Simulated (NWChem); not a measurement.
# CH2F (SMILES [CH2]F) at UPBEOP/6-311G (esp esp)

Aim: the vertical doublet–quartet gap of CH2F at UPBEOP/6-311G (esp esp), from 2 runs. 

The calculation is run with NWChem 7.3.0.

1 further run of the same task is left out (set aside as unsound or not needed).

## (1) The system as given

CH2F has 4 atoms, charge 0, and is taken as a doublet. SMILES: `[CH2]F`. Geometry: relaxed at PBE0-D4/def2-TZVP.

Bond lengths: C1–F2 1.331 Å, C1–H3 1.082 Å, C1–H4 1.082 Å. Angles: F2–C1–H3 115.1°, F2–C1–H4 115.1°, H3–C1–H4 124.6°.

## (2) A single-point energy at UPBEOP/6-311G (esp esp)

ch2f.nw

```
start ch2f
title "CH2F"
memory 2200 mb
geometry units angstroms noautosym nocenter noautoz
  C    -0.030100   -0.057600   -0.131100
  F     0.950000    0.694000    0.364600
  H    -0.946900    0.472300   -0.352500
  H     0.027000   -1.108700    0.119000
end
basis "ao basis" spherical
  * library 6-311G
end
dft
  xc pbeop
  mult 2
  grid medium
  maxiter 200
end
esp
  recalculate
end
task dft energy
task esp
```

Launch:

```bash
$ nwchem ch2f.nw > ch2f.out
```

The program printed:

```text
Northwest Computational Chemistry Package (NWChem) 7.3.0
             --------------------------------------------------------

           Job information
           ---------------

    nwchem branch   = 7.3.0
    use scalapack   = T
    input           = ch2f.nw
    prefix          = ch2f.
    data base       = ./ch2f.db
    status          = startup
    nproc           =        1

           Memory information
           ------------------

    heap     =     72089598 doubles =      550.0 Mbytes
    stack    =     72089595 doubles =      550.0 Mbytes
    global   =    144179200 doubles =     1100.0 Mbytes (distinct from heap & stack)
    total    =    288358393 doubles =     2200.0 Mbytes
    verify   = yes
    hardfail = no

           Directory information
           ---------------------

  0 permanent = .
  0 scratch   = .

                                NWChem Input Module
                                -------------------

                                       CH2F
                                       ----

 Scaling coordinates for geometry "geometry" by  1.889725989
 (inverse scale =  0.529177249)

                             Geometry "geometry" -> ""
                             -------------------------

 Output coordinates in angstroms (scale by  1.889725989 to convert to a.u.)

  No.       Tag          Charge          X              Y              Z
 ---- ---------------- ---------- -------------- -------------- --------------
    1 C                    6.0000    -0.03010000    -0.05760000    -0.13110000
    2 F                    9.0000     0.95000000     0.69400000     0.36460000
    3 H                    1.0000    -0.94690000     0.47230000    -0.35250000
    4 H                    1.0000     0.02700000    -1.10870000     0.11900000

      Atomic Mass
      -----------

      C                 12.000000
      F                 18.998400
      H                  1.007825

 Effective nuclear repulsion energy (a.u.)      32.2861469776

            Nuclear Dipole moment (a.u.)
            ----------------------------
        X                 Y               Z
 ---------------- ---------------- ----------------
    14.0775137519     9.9475176039     4.2732373780

            XYZ format geometry
            -------------------
     4
 geometry
 C                    -0.03010000    -0.05760000    -0.13110000
 F                     0.95000000     0.69400000     0.36460000
 H                    -0.94690000     0.47230000    -0.35250000
 H                     0.02700000    -1.10870000     0.11900000

 ==============================================================================
                                internuclear distances
 ------------------------------------------------------------------------------
       center one      |      center two      | atomic units |  angstroms
 ------------------------------------------------------------------------------
    2 F                |   1 C                |     2.51498  |     1.33087
    3 H                |   1 C                |     2.04434  |     1.08182
    4 H                |   1 C                |     2.04459  |     1.08195
 ------------------------------------------------------------------------------
                         number of included internuclear distances:          3
 ==============================================================================

 ==============================================================================
                                 internuclear angles
 ------------------------------------------------------------------------------
        center 1       |       center 2       |       center 3       |  degrees
 ------------------------------------------------------------------------------
    2 F                |   1 C                |   3 H                |   115.07
    2 F                |   1 C                |   4 H                |   115.07
    3 H                |   1 C                |   4 H                |   124.60
 ------------------------------------------------------------------------------
                            number of included internuclear angles:          3
 ==============================================================================

 Summary of "ao basis" -> "" (spherical)
 ------------------------------------------------------------------------------
       Tag                 Description            Shells   Functions and Types
 ---------------- ------------------------------  ------  ---------------------
 *                           6-311G                   on all atoms

                                 NWChem DFT Module
                                 -----------------

                                       CH2F

                      Basis "ao basis" -> "ao basis" (spherical)
                      -----
  [basis functions not shown]

 Summary of "ao basis" -> "ao basis" (spherical)
 ------------------------------------------------------------------------------
       Tag                 Description            Shells   Functions and Types
 ---------------- ------------------------------  ------  ---------------------
 C                           6-311G                  7       13   4s3p
 F                           6-311G                  7       13   4s3p
 H                           6-311G                  3        3   3s

[... 24 lines left out ...]
          Convergence on energy requested:  1.00D-06
          Convergence on density requested:  1.00D-05
          Convergence on gradient requested:  5.00D-04
[... 19 lines left out ...]
          Spatial weights used:  Erf1
[... 1 line left out ...]
          Convergence Information
[... 1 line left out ...]
          Convergence aids based upon iterative change in
          total energy or number of iterations.
[... 43 lines left out ...]
   convergence    iter        energy       DeltaE   RMS-Dens  Diis-err    time
[... 14 lines left out ...]
         Total DFT energy =     -138.952859487330
      One electron energy =     -255.346159713104
           Coulomb energy =      100.589953243241
    Exchange-Corr. energy =      -16.482799995032
 Nuclear repulsion energy =       32.286146977565
[... 5 lines left out ...]
                    DFT Final Alpha Molecular Orbital Analysis
[... 227 lines left out ...]
                     DFT Final Beta Molecular Orbital Analysis
[... 205 lines left out ...]
   Bfn.  Coefficient  Atom+Function         Bfn.  Coefficient  Atom+Function
  ----- ------------  ---------------      ----- ------------  ---------------
    21      1.190343  2 F  py                17     -1.032158  2 F  py
    20     -0.733295  2 F  px                16      0.635847  2 F  px
    25     -0.587434  2 F  py                12      0.409113  1 C  py
[... 4 lines of this table left out ...]
              MO Center= -3.1D-02, -5.8D-02, -1.3D-01, r^2= 9.5D-02
   Bfn.  Coefficient  Atom+Function         Bfn.  Coefficient  Atom+Function
  ----- ------------  ---------------      ----- ------------  ---------------
     2     -2.171619  1 C  s                  1      2.025237  1 C  s
     6      0.453752  1 C  s                 10     -0.391305  1 C  s
    29      0.122140  3 H  s                 32      0.122105  4 H  s
[... 4 lines of this table left out ...]
              MO Center=  9.5D-01,  6.9D-01,  3.6D-01, r^2= 2.7D-02
   Bfn.  Coefficient  Atom+Function         Bfn.  Coefficient  Atom+Function
  ----- ------------  ---------------      ----- ------------  ---------------
    15     -2.394151  2 F  s                 14      2.325560  2 F  s
    23     -0.222627  2 F  s                 19      0.205881  2 F  s
    10      0.093039  1 C  s                 24      0.047262  2 F  px
    11      0.041386  1 C  px                25      0.035827  2 F  py
    12      0.032658  1 C  py

   alpha - beta orbital overlaps
   -----------------------------

   alpha      1      2      3      4      5      6      7      8      9     10
    beta      1      2      3      4      5      6      7      8      9     10
 overlap   1.000  1.000  1.000  0.999  1.000  0.999  0.996  1.000  0.995  0.997

   alpha     11     12     13     14     15     16     17     18     19     20
    beta     12     11     13     15     14     16     17     18     19     20
 overlap   0.997  1.000  0.999  0.996  1.000  0.998  1.000  0.999  1.000  1.000

   alpha     21     22     23     24     25     26     27     28     29     30
    beta     21     22     23     24     25     26     27     28     29     30
 overlap   1.000  1.000  1.000  1.000  1.000  1.000  1.000  0.994  0.994  1.000

   alpha     31     32
    beta     31     32
 overlap   1.000  1.000

     --------------------------
     Expectation value of S2:
     --------------------------
      <S2> =      0.7521 (Exact =     0.7500)

 center of mass
 --------------
 x =   0.95935370 y =   0.67842685 z =   0.29297117

 moments of inertia (a.u.)
 ------------------
          30.269969362166         -21.599655761120         -15.602225625861
         -21.599655761120          41.533066912006          -9.854579556209
         -15.602225625861          -9.854579556209          56.963428531383

     Multipole analysis of the density
     ---------------------------------

     L   x y z        total         alpha         beta         nuclear
     -   - - -        -----         -----         ----         -------
     0   0 0 0     -0.000000     -9.000000     -8.000000     17.000000

     1   1 0 0     -0.457653     -7.385687     -7.149479     14.077514
[... 8 lines of this table left out ...]
     2   0 0 2     -9.348579     -8.272806     -6.210745      5.134972

 Task  times  cpu:        1.0s     wall:        1.0s

                                NWChem Input Module
                                -------------------

                     NWChem Electrostatic Potential Fit Module
                     -----------------------------------------

 Atom parameters

 Number of atoms is                                    4
 Number of basis functions is                         32

 Grid parameters

 Maximum number of grid points is                   1480
 Number of grid points is                           1479
 Grid range                                     0.300000 nm
 Grid spacing                                   0.050000 nm
 Probe radius                                   0.070000 nm
 Atom radius factor                             1.000000

 Atomic radii

    1    0.100000
    6    0.147000
    9    0.128000
 FASTESP  F
  using M.O. file = ./ch2f.movecs

    Atom              Coordinates                           Charge

                                                  ESP

    1 C    -0.003010   -0.005760   -0.013110   -0.193543
    2 F     0.095000    0.069400    0.036460   -0.113700
    3 H    -0.094690    0.047230   -0.035250    0.155095
    4 H     0.002700   -0.110870    0.011900    0.152149
                                            ------------
                                               -0.000000

 Dipole moment                                  0.565027

 Quadrupole moment Qxx                         -0.510304
                   Qyy                          1.069571
                   Qzz                         -0.559267

 RMS deviation kJ/mol                           0.373241

 RRMS %                                        39.251443

 Task  times  cpu:        0.1s     wall:        0.1s
 Total times  cpu:        1.1s     wall:        1.1s
```

Run time: 1.6 s. Hardware: 1 thread of INTEL XEON PLATINUM 8581C at 2.10GHz (Emerald Rapids), shared host; peak memory 0.11 GiB.

[end of part 1 of 2]
